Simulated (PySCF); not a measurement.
**Vertical excitation energies**

Species: AlH2Cl.
Cartesian coordinates in Å at the PBE0-D3(BJ)/def2-SVP level; atoms count from 1:
```
atom  x, y, z in Å
Al1    0.0817    0.1397   -0.0036
H2     1.6587    0.0555    0.0120
H3    -0.7515    1.4814   -0.0243
Cl4   -0.9890   -1.6766    0.0158
```

Computed, not measured: TDDFT CAM-B3LYP/def2-SVPD, vertical, gas phase, core orbitals frozen in the response (PySCF 2.14.0, density-fitted response routines).

What does the calculation give for the low-lying excited states?

```tsv
state	E (eV)	E (kJ/mol)	λ (nm)	f	symmetry	main configurations (H = HOMO, L = LUMO)
S1	5.52	532	224.7	0.0000	–	H→L (97%)
S2	6.91	666	179.5	0.0000	–	H-2→L (96%)
S3	7.07	682	175.3	0.042	A1	H-1→L (95%)
S4	7.18	693	172.6	0.031	B1 or B2	H-3→L (98%)
S5	7.40	714	167.6	0.036	B1 or B2	H→L+1 (70%), H→L+2 (21%)
S6	8.20	791	151.2	0.079	B1 or B2	H-1→L+1 (81%), H-1→L+2 (14%)
S7	8.23	794	150.6	0.072	B1 or B2	H→L+2 (70%), H→L+1 (15%)
S8	8.44	814	147.0	0.134	B1 or B2	H→L+3 (64%), H-2→L+1 (24%)
S9	8.72	842	142.1	0.012	B1 or B2	H-2→L+1 (51%), H→L+3 (22%), H→L+1 (10%)
S10	9.09	877	136.3	0.347	A1	H-3→L+1 (72%), H-3→L+2 (15%)
S11	9.31	899	133.1	0.027	B1 or B2	H-1→L+3 (46%), H-1→L+2 (39%), H-1→L+1 (9%)
S12	9.54	921	129.9	0.041	B1 or B2	H→L+4 (96%)
S13	9.61	927	129.0	0.283	B1 or B2	H-2→L+2 (55%), H-2→L+3 (23%), H-2→L+1 (12%)
S14	9.71	937	127.7	0.0045	B1 or B2	H-1→L+3 (48%), H-1→L+2 (40%)
S15	9.85	951	125.8	0.011	A1	H-3→L+2 (41%), H-3→L+3 (27%), H-3→L+1 (19%)
```

Triplets (Tamm–Dancoff): T1 5.10 eV, H→L (91%); T2 6.40 eV, H-1→L (96%); T3 6.55 eV, H-3→L (92%); T4 6.67 eV, H-2→L (88%).

The lowest singlet comes at 225 nm (532 kJ/mol) in the ultraviolet; it is dark (f under 0.0005); its leading configuration is HOMO→LUMO (97%). The most intense listed level is S10 at 9.09 eV (136 nm, f = 0.347), 3.58 eV above S1. Löwdin shares by element: HOMO chlorine 38%, hydrogen 36%, aluminium 26%; LUMO aluminium 63%, hydrogen 21%, chlorine 16%. Of the 15 states listed, 12 reach f = 0.01 and 2 stay under 0.0005. Weighted by f, the mean energy of these states is 8.87 eV. The listed states span 4.34 eV, and the widest gap between neighbours is 1.39 eV (S1 to S2). Symmetry labels in C2v follow from the direction of the transition dipole and are given only for states with f of 0.002 or more; B1 and B2 swap with the choice of axes. Singlets were solved by full linear response, triplets in the Tamm–Dancoff approximation.

The run took 2.1 s wall on an x86-64 server with one thread, on a shared host.
